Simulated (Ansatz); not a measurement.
**Other spins and charges of H2Ge–BH2, doublet at one geometry**

Geometry (PBE0/def2-TZVP stationary point for this spin, not checked as a minimum):

```xyz
6

Ge    0.0000    0.0000    0.2823
B     0.0000    0.0000   -1.6912
H     0.0000    1.2553    1.1670
H     0.0000   -1.2553    1.1670
H     0.0000    1.0424   -2.2706
H     0.0000   -1.0424   -2.2706
```

Basis cc-pVDZ; Ansatz 0.2.0. Only valence electrons are correlated (noble-gas cores and the filled d shells of p-block atoms frozen). R marks a restricted (for open shells ROHF) determinant, U an unrestricted one. No spin–orbit coupling is included, and no scalar relativity.

Gaps are energies of the second state less the first, at fixed atoms, for a selection of the levels run; each method lands on the state that its own search finds for that charge and spin.

For open shells CISD is restricted-active-space CI with the open shells as a complete middle space.

Task: PBE gives 10.701 eV for removing an electron, to the triplet. Estimate what UCCSDT(Q) gives in cc-pVDZ.

Result: UCCSDT(Q) in cc-pVDZ gives 10.850 eV, so against it PBE is off by -0.149 eV, of which a good part can be the reference's own basis and frozen-core error.

```tsv
level	gap (eV)	error (meV)
UHF	10.313	-537
UMP2	10.903	53
CISD	10.780	-70
UCCSD	10.856	6
UCCSD(T)	10.860	10
BCCD(T)	10.863	13
UCCSDT	10.850	0
BLYP	10.614	-236
r2SCAN	10.841	-9
PBE0	10.898	48
B3LYP	10.943	93
wB97M-V	11.003	153
B2PLYP	10.928	78
RPA-PBE	10.854	4
```

Removing an electron, to the singlet: 8.153 eV at UCCSDT(Q).

| level | gap (eV) | error (meV) |
| --- | --- | --- |
| UMP2 | 8.090 | -63 |
| CISD | 8.010 | -143 |
| UCCSD | 8.100 | -53 |
| UCCSD(T) | 8.144 | -9 |
| UCCSDT | 8.151 | -2 |
| PBE | 8.505 | 352 |
| BLYP | 8.301 | 148 |
| r2SCAN | 8.617 | 464 |
| B3LYP | 8.420 | 267 |
| RPA-PBE | 8.323 | 170 |

Quartet less doublet: 5.249 eV at UCCSDT(Q).

| level | gap (eV) | error (meV) |
| --- | --- | --- |
| UHF | 5.051 | -198 |
| UMP2 | 5.302 | 53 |
| CISD | 5.228 | -21 |
| UCCSD | 5.249 | 0 |
| UCCSD(T) | 5.252 | 3 |
| BCCD(T) | 5.260 | 11 |
| UCCSDT | 5.248 | -1 |
| PBE | 4.970 | -279 |
| revPBE | 4.958 | -291 |
| r2SCAN | 4.941 | -308 |
| PBE0 | 5.094 | -155 |
| B3LYP | 5.257 | 8 |
| wB97M-V | 5.333 | 84 |
| B2PLYP | 5.342 | 93 |
| RPA-PBE | 5.215 | -34 |

In so small a basis the reference is far from its limit while semilocal and hybrid functionals are nearer theirs (RPA and double hybrids share part of the reference's basis error), so the functionals' errors here hold much of the reference's basis and frozen-core error, which can add to them or hide them.

Full CI isn't at hand for all of this; UCCSDT(Q) serves as the reference, and is uncertain by the last step of the cluster series or more. The frozen core follows each run's orbitals, which can shift R against U totals by a few meV for light atoms and by up to 0.1 eV past Ca.
